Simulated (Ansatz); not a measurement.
Species: C2H6N, net charge -1, singlet state. It need not be the lowest isomer of its formula. Whether it binds its extra electron was not tested at this geometry. 
Coordinates optimised at B3LYP-D3(BJ)/def2-TZVP (Ansatz, a first-principles code):
SMILES: C[N-]C
```xyz
9

C     -0.0125    -0.1683     1.1439
N      0.0621     0.6509     0.0029
C     -0.0186    -0.1575    -1.1454
H      0.8026    -0.9570     1.2295
H      0.0468     0.4234     2.0723
H     -0.9615    -0.7887     1.2350
H      0.7960    -0.9453    -1.2428
H      0.0358     0.4430    -2.0685
H     -0.9681    -0.7770    -1.2373
```
Charge -1, spin multiplicity 1.

Parts of the frozen-core correlation energy in STO-3G (Ansatz, hartree). Frozen orbitals: 3; correlated occupied orbitals by spin: 10 and 10; virtual: 8 and 8. Spin-orbit coupling is left out. Non-relativistic.

```json
[
 {"term": "reference (HF)", "value": "-131.78042"},
 {"term": "MP2 opposite-spin", "value": "___"},
 {"term": "MP2 same-spin", "value": "-0.01802"},
 {"term": "CCSD correlation", "value": "___"},
 {"term": "(T)", "value": "___"},
 {"term": "T1 diagnostic", "value": "0.010"},
 {"term": "largest doubles amplitude", "value": "0.042"}
]
```

Task: Complete the blanks.

Result: 
- MP2 opposite-spin, value: -0.12704
- CCSD correlation, value: -0.19173
- (T), value: -0.00239
